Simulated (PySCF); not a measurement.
Predicted microwave data (PBE0-D3(BJ)/def2-SVP geometry optimisation, gas phase (PySCF 2.14.0)) for one isomer of [C4H7S]-:

| Item | Value |
| --- | --- |
| Rotational constants | A = 6542, B = 3064, C = 2395 MHz |
| Dipole components (about the centre of mass) | \|μa\| = 4.35 D, \|μb\| = 0.92 D, \|μc\| = 0.46 D |
| Inertial defect | -31.16 u·Å² |
| κ | -0.68 |

Problem. Which structure is it? (One computed conformer of each.)
A. `[CH3:1]/[CH:2]=[CH:3]/[CH2:4][S-:5]` (charge -1) with C2–C3–C4–S5 -118°
B. `C[C@@H]1C[C@@H]1[S-]`
C. `[CH2:1]=[CH:2][C@H:3]([CH3:4])[S-:5]` (charge -1) with C1–C2–C3–C4 -120°

Solution. B. It is C[C@@H]1C[C@@H]1[S-], an asymmetric top, point group C1. The candidates at the same level (rigid rotor, commonest isotopes):

| SMILES | A (MHz) | B (MHz) | C (MHz) | μa (D) | μb (D) | μc (D) | Δ (u·Å²) | point group | rotor |
| --- | --- | --- | --- | --- | --- | --- | --- | --- | --- |
| C[C@@H]1C[C@@H]1[S-] | 6542 | 3064 | 2395 | 4.35 | 0.92 | 0.46 | -31.16 | C1 | asymmetric top |
| C/C=C/C[S-] | 13397 | 1558 | 1477 | 6.10 | 1.30 | 0.36 | -19.95 | C1 | near-prolate asymmetric top |
| C=C[C@H](C)[S-] | 5580 | 2875 | 2070 | 3.11 | 2.28 | 0.07 | -22.23 | C1 | asymmetric top |

`C/C=C/C[S-]` has A 105 % too high; `C=C[C@H](C)[S-]` has A 15 % too low. No structure here is proved a minimum.
